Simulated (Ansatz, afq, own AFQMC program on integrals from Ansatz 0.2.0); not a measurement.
Two steps: Ansatz 0.2.0 writes the Fock matrix and Cholesky factors of the valence space, and afq projects on them the lowest state that overlaps trial and start.

```yaml
crystal:
  periodic: [false, false, false]
  atoms:
    - {symbol: S, position_ang: [0.000000, 0.000000, 0.000000]}
    - {symbol: Na, position_ang: [0.000000, 0.000000, 2.855900]}
basis:
  gaussian: {orbitals: cc-pVDZ}
total_charge: 1
magnetization: {spin_polarized: true, initial_magnetization: 2}
correlation: {method: ccsd_t, electrons: outside_noble_gas, hamiltonian_folder: ham}
```

```sh
$ ansatz run in.yaml --threads 1 --pin off --events-out ev --progress --plain --max-ram 1843MiB
```

afq runs on the folder ham with

```
--method free --trial cisd --walkers 90 --time-step 0.03 --max-blocks 80 --target-error 0.00029 --factor-cut 1e-05 --seed 5667 --times 0,0.3,0.6,1.2,1.8,2.4,3.6,4.8,6 --taylor-order 8
```

Times are imaginary, in 1/Eh. The walk had a cap of 537 s.

Output of the walk:

```
orbitals 26  electrons 4 2  factors 172 of 359
reference energy -559.18534002 Eh
CCSD correlation -0.10399390 Eh in 10 cycles, weight of the determinant in the CISD state 0.9454
repeat  energy at the last time / Eh  error
    10  -559.291063  0.000131
    20  -559.291051  0.000129
    30  -559.291114  0.000116
time / (1/Eh)  energy / Eh  error  mean overlap
  0.00  -559.289393  0.000054  1.0587
  0.30  -559.290395  0.000063  1.0573
  0.60  -559.290830  0.000068  1.0563
  1.20  -559.291052  0.000071  1.0592
  1.80  -559.291128  0.000072  1.0554
  2.40  -559.291176  0.000094  1.0524
  3.60  -559.291205  0.000106  1.0695
  4.80  -559.291439  0.000128  1.0591
  6.00  -559.291124  0.000113  1.0767
energy -559.291124 +/- 0.000113 Eh
```

The run passed its tests (error under three times the target), which doesn't prove that it has relaxed.

Against this walk (error 3.1 meV) on the same determinant: CCSD(T) 10.5 meV higher, CCSDT(Q) 1.5 meV lower (within the noise), full CI 2.2 meV lower (within the noise). The error is statistical, and a free projection of finite length keeps a remainder of its start. The last points scatter (meV from the last: -0.1 ± 2.0 at 1.80, -1 ± 3 at 2.40, -2 ± 3 at 3.60, -9 ± 3 at 4.80, 0 ± 3 at 6.00); the last is the one printed as the energy, and the gaps above move with that scatter.

Cautions: remainder of the start not in the error; lower spins were not checked.

The walk took 41 s on 1 thread of Arm Neoverse V2, with other jobs on the host. The log's last line is the free-projection energy.

CCSDT and higher add their correlation energy to the determinant of the CCSD(T) run, since their own runs factorise the integrals more tightly (a shift of under 2 meV). A walk keeps the symmetry of its determinant, which the program's search chose and which needn't be the lowest solution, so a lower state of the same spin and another symmetry isn't excluded.
